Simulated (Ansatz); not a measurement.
**SiNH₃: single points off equilibrium**

An exercise on one series of results from a longer session: the logs are not shown, and one member is left open.

The runs use Ansatz 0.2.0, Gaussian basis; single points in def2-TZVPP.

Cores are frozen in the correlated methods.

## The system as given

5 atoms, charge 0, spin multiplicity 1.

Atoms are counted from 1 here; the program's logs count them from 0.

Bond lengths: N1–Si2 1.543 Å, N1–H3 1.035 Å, Si2–H4 1.327 Å, Si2–H5 1.459 Å. Angles: Si2–N1–H3 127.9°, N1–Si2–H4 142.3°, N1–Si2–H5 109.0°, H4–Si2–H5 108.6°.

Geometry (Å):

```xyz
5

N     0.5483   -0.7289    0.6329
Si   -0.1868    0.3096   -0.2392
H     0.1827   -1.6248    0.9994
H    -1.2496    0.4613   -1.0189
H     0.5952    1.5408   -0.2745
```

Set-up of the first run:

run/in.yaml

```yaml
crystal:
  periodic: [false, false, false]
  atoms:
    - {symbol: N, position_ang: [0.548300, -0.728900, 0.632900]}
    - {symbol: Si, position_ang: [-0.186800, 0.309600, -0.239200]}
    - {symbol: H, position_ang: [0.182700, -1.624800, 0.999400]}
    - {symbol: H, position_ang: [-1.249600, 0.461300, -1.018900]}
    - {symbol: H, position_ang: [0.595200, 1.540800, -0.274500]}
basis:
  gaussian: {orbitals: def2-TZVPP}
correlation: {method: ccsd_t}
output: {forces: true}
```

The command line of these runs was not kept.

Among the steps run: CCSD(T)/def2-TZVPP; PBE0-D4/def2-TZVPP; wB97M-V/def2-TZVPP; r2SCAN-D4/def2-TZVPP; PBE-D4/def2-TZVPP; wB97X-V/def2-TZVPP; CAM-B3LYP-D4/def2-TZVPP.

One table of the session follows, with a row left open; its other results are not shown here.

```
      method  RMS force component (eV/Å)  angle to CCSD(T) forces (°)  dipole (D)
     CCSD(T)                       1.792                    reference        2.37
     PBE0-D4                       1.738                          8.0        2.46
     wB97M-V                       1.697                          7.9        2.57
   r2SCAN-D4                       1.742                          5.4        2.35
      PBE-D4                       1.763                          5.5        2.22
     wB97X-V                           ?                            ?           ?
CAM-B3LYP-D4                       1.697                         10.9        2.60
```

**Question.** Estimate the row for wB97X-V.

The run gave: RMS force component (eV/Å): 1.736; angle to CCSD(T) forces (°): 9.4; dipole (D): 2.62. In the column «RMS force component (eV/Å)» it lies between CAM-B3LYP-D4 (1.697) and PBE0-D4 (1.738).
